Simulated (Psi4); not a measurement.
Complex: H2O (SMILES O) (first 3 atoms) with H2O (SMILES O); geometry from S66by8 set.
(charge 0, multiplicity 1):
| atom | x (Å) | y (Å) | z (Å) |
|---|---|---|---|
| O | -1.4238 | -0.0444 | 0.0046 |
| H | -1.7438 | 0.8584 | -0.0168 |
| H | -0.4641 | 0.0538 | -0.0001 |
| O | 1.3461 | 0.0396 | -0.0043 |
| H | 1.7228 | -0.3988 | 0.7618 |
| H | 1.7184 | -0.4366 | -0.7497 |

All values below come from Psi4 with SAPT0/jun-cc-pV(D+d)Z.

Task: Which attractive term is largest, and how does the interaction split up?

Result: electrostatics -47.1, exchange 48.2, induction -13.8, dispersion -7.4, total -20.1 kJ/mol; the largest attraction is electrostatics.
